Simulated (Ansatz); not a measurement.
System: hcp Sc. Method: PBEsol-D3(BJ) (Ansatz, a program for electronic structure, plane waves, PAW).

Settings: plane-wave cutoff 520 eV, 18×18×10 k mesh (along the axes of the cell as run), Fermi–Dirac smearing 0.05 eV, scalar-relativistic PAW data made under PBE.

Results at a series of volumes:

```json
[
 {"V (Å³/atom)": "21.559", "E − E_lowest (meV/atom)": "7.32"},
 {"V (Å³/atom)": "22.008", "E − E_lowest (meV/atom)": "1.78"},
 {"V (Å³/atom)": "22.457", "E − E_lowest (meV/atom)": "0.00"},
 {"V (Å³/atom)": "22.906", "E − E_lowest (meV/atom)": "1.66"},
 {"V (Å³/atom)": "23.355", "E − E_lowest (meV/atom)": "6.49"}
]
```

Estimate the bulk modulus and its pressure derivative from these points.

V0 = 22.458 Å³/atom, B0 = 61.4 GPa, B′ = 3.3 (fit to the energies at full precision).

Shape and atoms are relaxed at each volume.

Measured, for comparison: bulk modulus 55.6 GPa (zero-point energy and finite temperature contributions removed, our sources range from 44.5 to 55.6; as tabulated in doi:10.1021/acs.jctc.3c00612). Computed (rounded) less measured: bulk modulus not scored (sources differ).

Note: the bulk modulus comes from volumes at which shape and atoms were relaxed.

Computed values are for the static lattice.
